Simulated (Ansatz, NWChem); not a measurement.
## Computed against measured: dipole moment

6 molecules with nitrogen; the dipole moment in D, computed less measured. Shapes, held fixed at every level: PBE0-D4/def2-TZVP. No vibrational averaging. Dipoles are compared by magnitude; molecules under 1 D, whose direction can flip, are left out. Programs: NWChem 7.3.0. Measured values: NIST CCCBDB.

Levels: A = HF/def2-SVP; B = B3LYP/6-31G* (spherical functions); C = PBE0/def2-SVP.

```json
{"molecule": "NS (Mononitrogen monosulfide)", "measured": "1.81", "A": "-0.17", "B": "-0.08", "C": "+0.01"}
{"molecule": "NOF (nitrosyl fluoride)", "measured": "1.81", "A": "-0.24", "B": "-0.70", "C": "-0.56"}
{"molecule": "HNO (nitroxyl)", "measured": "1.67", "A": "+0.38", "B": "-0.05", "C": "+0.04"}
{"molecule": "C3H3N (acrylonitrile)", "measured": "3.87", "A": "+0.36", "B": "-0.02", "C": "-0.05"}
{"molecule": "C3H3NO (oxazole)", "measured": "1.50", "A": "+0.02", "B": "+0.05", "C": "+0.05"}
{"molecule": "C2H7N (dimethylamine)", "measured": "1.03", "A": "+0.06", "B": "-0.05", "C": "-0.07"}
```

(1) Sum up the errors.

Results:

(1) 
```csv
level,kind,mean error,mean absolute error,worst case
HF/def2-SVP,Hartree–Fock,+0.068,0.205,HNO
B3LYP/6-31G* (spherical functions),global hybrid,-0.142,0.158,NOF
PBE0/def2-SVP,global hybrid,-0.097,0.130,NOF
```

On this set PBE0/def2-SVP has the smallest mean absolute error and HF/def2-SVP the largest. Without HNO the largest would be that of B3LYP/6-31G* (spherical functions). B3LYP/6-31G* (spherical functions) is too low in 5 of 6; PBE0/def2-SVP is too low in 3 of 6. All levels miss NOF on one side: the cause may be the shape, the tabulated value or an error that the levels share. The levels differ in basis as well as in method. The tabulated value of NOF is in doubt (older tables, estimates, or at odds with other calculations) and kept here. Over the 5 molecules whose values aren't doubted the mean absolute errors are A 0.198; B 0.050; C 0.044. Spin contamination: NS (⟨S²⟩ up to 1.14). Open shells run unrestricted. The set is small.
